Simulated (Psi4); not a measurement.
# A workflow on [AlH4]− (SMILES [AlH4-]), part 2 of 2

Psi4 1.11. Earlier steps stand in the parts before.

**3. The harmonic vibrations at PBE0-D4/def2-TZVP (density fitting) (run 2)**

The input, run.py:

```python
import psi4

psi4.set_memory('1600 MB')
psi4.set_num_threads(1)
psi4.core.set_output_file('output.dat', False)

m = psi4.geometry("""
-1 1
Al    -0.000018     0.000051    -0.000994
H      1.460541    -0.510287     0.561865
H     -1.197169    -0.611596     0.949403
H     -0.205945    -0.522861    -1.548314
H     -0.057463     1.644941     0.035826
units angstrom
symmetry c1
""")

psi4.set_options(dict(basis='def2-TZVP', t=298.15, rotational_symmetry_number=12))

result, w = psi4.frequencies("pbe0-d4", molecule=m, return_wfn=True)
print(f'pbe0-d4 energy: {result:.10f} Eh')
print('wavenumbers / cm^-1:', w.frequencies().np.round(1))
```

Command:

```
$ python run.py
```

output.dat, shortened:

```text
[...]
  Running in c1 symmetry.
[...]
  Nuclear repulsion =   17.895465227488007
[...]
  Multiplicity = 1
[...]
  Nalpha       = 9
  Nbeta        = 9
[...]
    Number of basis functions: 61
[...]
   @DF-RKS iter   1:  -244.65252370908780   -4.68809e-01   5.24471e-03 ADIIS/DIIS
[...]
   @DF-RKS iter   8:  -244.72810914275411   -8.81073e-13   1.10579e-09 DIIS
[...]
  @DF-RKS Final Energy:  -244.72810914275411
   => Energetics <=
    Nuclear Repulsion Energy =             17.9003407563143959
    One-Electron Energy =                -379.2142310770287850
    Two-Electron Energy =                 131.8292352820494386
    DFT Exchange-Correlation Energy =     -15.2407569782524206
    Empirical Dispersion Energy =          -0.0026971258367300
    VV10 Nonlocal Energy =                  0.0000000000000000
    Total Energy =                       -244.7281091427541071
[...]
  -Total Gradient:
     Atom            X                  Y                   Z
    ------   -----------------  -----------------  -----------------
       1       -0.000033542334    -0.000071214893    -0.000341853120
       2       -0.000024224481    -0.000010146171     0.000014846660
       3        0.000021163244    -0.000011010533    -0.000002000978
       4        0.000035591950     0.000118862679     0.000339917034
       5        0.000002475390    -0.000025160740    -0.000012973339
[...]
  ==> Harmonic Vibrational Analysis <==
[...]
  Freq [cm^-1]                 737.7103            758.8993            763.0395
[...]
  IR activ [km/mol]            48.8545              6.6701             365.5446
[...]
  Freq [cm^-1]                 769.7844            776.5040           1646.1132
[...]
  IR activ [km/mol]            389.1749            357.8051            558.1722
[...]
  Freq [cm^-1]                1648.3027           1649.1671           1725.3088
[...]
  IR activ [km/mol]            553.5431            554.5293             0.0103
[...]
  Total E_0, Enthalpy at 0 [K]                                                         -244.70424622 [Eh]
[...]
  Total H, Enthalpy at  298.15 [K]                                                     -244.70000733 [Eh]
[...]
  Total G, Gibbs energy at  298.15 [K]                                                 -244.72378179 [Eh]
[...]
```

The script printed:

```text
pbe0-d4 energy: -244.7281096343 Eh
wavenumbers / cm^-1: [ 737.7  758.9  763.   769.8  776.5 1646.1 1648.3 1649.2 1725.3]
```

Run time: 52 s. Hardware: 1 thread of Intel Xeon 6975P-C (Granite Rapids), shared host; peak memory 0.42 GiB.

**4. The energy at FNO-CCSD(T)/cc-pVTZ (run 3)**

The input, job.in:

```
memory 1600 MB

molecule {
  -1 1
  Al
  H 1 1.646356
  H 1 1.646371 2 109.42458
  H 1 1.646221 2 109.5028 3 -120.01204
  H 1 1.646305 4 109.51343 3 -120.00499
}

set globals {
  basis cc-pVTZ
  scf_type pk
  freeze_core true
}

energy('fno-ccsd(t)')
```

Command:

```
$ psi4 -i job.in -o job.out -n 1
```

job.out, shortened:

```text
[...]
  Running in c1 symmetry.
[...]
  Nuclear repulsion =   17.895462164848649
[...]
  Multiplicity = 1
[...]
  Nalpha       = 9
  Nbeta        = 9
[...]
    Number of basis functions: 90
[...]
   @RHF iter   1:  -244.22230318329719   -6.90755e-01   1.74650e-03 DIIS/ADIIS
[...]
   @RHF iter   8:  -244.24737265271415   -3.97904e-12   2.21844e-09 DIIS
[...]
    Orbital Energies [Eh]
    ---------------------
    Doubly Occupied:
       1A    -58.218691     2A     -4.633656     3A     -2.948193
       4A     -2.948192     5A     -2.948191     6A     -0.355001
       7A     -0.195424     8A     -0.195313     9A     -0.195266
[...]
  @RHF Final Energy:  -244.24737265271415
   => Energetics <=
    Nuclear Repulsion Energy =             17.8954621648486487
    One-Electron Energy =                -379.0098155196528182
    Two-Electron Energy =                 116.8669807020900180
    Total Energy =                       -244.2473726527141480
[...]
 Multipole Moments:
 ------------------------------------------------------------------------------------
     Multipole            Electronic (a.u.)      Nuclear  (a.u.)        Total (a.u.)
 ------------------------------------------------------------------------------------
 L = 1.  Multiply by 2.5417464519 to convert [e a0] to [Debye]
 Dipole X            :         -0.0026236            0.0013686           -0.0012551
 Dipole Y            :         -0.0032622            0.0016966           -0.0015656
 Dipole Z            :         -0.0015914            0.0008254           -0.0007660
 Magnitude           :                                                    0.0021478
[...]
      * MP2 total energy:                   -244.375953891476
[...]
      * MP2 total energy:                   -244.375953891476
[...]
      * MP3 total energy:                   -244.400288096910
[...]
      * CCSD total energy:                  -244.406616561828
[...]
      * CCSD(T) total energy                -244.409380291911
[...]
```

It took 9.3 s on 1 thread of Intel Xeon 6975P-C (Granite Rapids), shared host; peak memory 0.66 GiB.

**5. Summary of results**

The summary covers parts 1 to 2.

| quantity | value |
| --- | --- |
| run 1, PBE0-D4/def2-TZVP: total energy at the end | -244.72811 Eh |
| run 1, PBE0-D4/def2-TZVP: HOMO energy | -2.24 eV |
| run 1, PBE0-D4/def2-TZVP: LUMO energy | 6.25 eV |
| run 1, PBE0-D4/def2-TZVP: HOMO–LUMO gap (to an unbound level, set by the basis) | 8.49 eV |
| run 1, PBE0-D4/def2-TZVP: dispersion energy | -7.08 kJ/mol |
| run 2, PBE0-D4/def2-TZVP: lowest harmonic wavenumber | 738 cm⁻¹ |
| run 2, PBE0-D4/def2-TZVP: highest harmonic wavenumber | 1725 cm⁻¹ |
| run 2, PBE0-D4/def2-TZVP: zero-point energy | 62.7 kJ/mol |
| run 2, PBE0-D4/def2-TZVP: ideal-gas entropy at 298.15 K (symmetry number 12 as used) | 50.0 cal/(mol K) |
| run 3, FNO-CCSD(T)/cc-pVTZ: total energy | -244.40938 Eh |
| run 3, FNO-CCSD(T)/cc-pVTZ: HOMO energy (Hartree–Fock orbitals) | -5.31 eV |
| run 3, FNO-CCSD(T)/cc-pVTZ: LUMO energy (Hartree–Fock orbitals) | 8.22 eV |
| run 3, FNO-CCSD(T)/cc-pVTZ: HOMO–LUMO gap (to an unbound level, set by the basis) | 13.53 eV |
| run 3, FNO-CCSD(T)/cc-pVTZ: correlation energy (5 core orbitals frozen) | -162.0 mEh |
| run 3, FNO-CCSD(T)/cc-pVTZ: (T) correction | -2.76 mEh |
| run 3, FNO-CCSD(T)/cc-pVTZ: T1 diagnostic | 0.010 |

**Reading.** The optimisation (run 1, PBE0-D4/def2-TZVP) took 3 steps and changed the energy by -0.008 eV. All 9 modes (run 2, PBE0-D4/def2-TZVP) are real, so the shape is a minimum at this level. The triples (run 3, FNO-CCSD(T)/cc-pVTZ) make up 1.7 % of the correlation energy.
